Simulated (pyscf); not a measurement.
Structures and frequencies: ωB97X-D3(BJ)/def2-SVP in PySCF.

Task: Estimate by transition-state theory the rate constant of H₂N–SiH(F)–Cl (SMILES N[SiH](F)Cl) + H• (SMILES [H]) → NH₃ (SMILES N) + F–SiH•–Cl (SMILES F[SiH]Cl) (doublet surface; N–Si broken, H–N formed) at 298 K, with ωB97M-D3(BJ)/def2-TZVP energies (ideal gas, 1 atm, RRHO with modes under 100 cm⁻¹ raised to 100, one conformer, R ln 2 for chiral ones without a mode under 150 cm⁻¹; no tunnelling).

Result: The electronic barrier is 22.3 kcal/mol and the thermal terms add +8.3, so ΔG‡ = 30.6 kcal/mol. With k_BT/h = 6.21e+12 s⁻¹ and RT = 0.592 kcal/mol, and a volume of 4.06e-20 cm³ per molecule at 1 atm, k = 9.4e-30 cm³ molecule⁻¹ s⁻¹. Wigner's tunnelling factor for 1795i cm⁻¹ would be 4.13, likely too low at so high a frequency. A shift of 1 kcal/mol in the barrier changes k by a factor 5.4. On the product side the descent ends in a bound adduct, 9.5 kcal/mol under the separated species and 29.3 kcal/mol under the saddle at ωB97X-D3(BJ)/def2-TZVP. At ωB97X-D3(BJ) the barrier from the zero used here is 24.7 kcal/mol. The same reactants have a lower exit, to H₂N–Si•(F)–Cl + H₂ (barrier +6.5 kcal/mol at ωB97M-D3(BJ), against +22.3 kcal/mol here). This is the saddle that the search found; another between the same sides may lie lower. The angle at the attacked N is 132°.
